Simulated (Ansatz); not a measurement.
Two shapes of doublet CH2O(+).

Shape 1:

```xyz
4

C    -0.0638   -0.1063    0.5225
O     0.0600    0.1295   -0.6255
H     0.1215    0.6508    1.3015
H    -0.3745   -1.0980    0.8895
```

Shape 2:

```xyz
4

C     0.1702    0.1478   -0.4717
O    -0.2191   -0.1903    0.6075
H     0.4726    1.2017   -0.6995
H     0.2595   -0.5659   -1.3301
```

Basis set: def2-SVP (spherical functions). Frozen core: 2 orbitals. Charge 1, multiplicity 2.

Computed with Ansatz (development build ahead of 0.2.0); each method stands on the lowest determinant of its kind that the runs found.

**Question.** Which shape is lower in energy, and by how much in each method?

**Answer.**

```tsv
method	E(2) − E(1) (eV)
UHF	0.002
UHF-MP2	-0.014
PBE0 (unrestricted)	-0.017
```

Shape 2 is lower, bar methods that put the two within 0.005 eV.
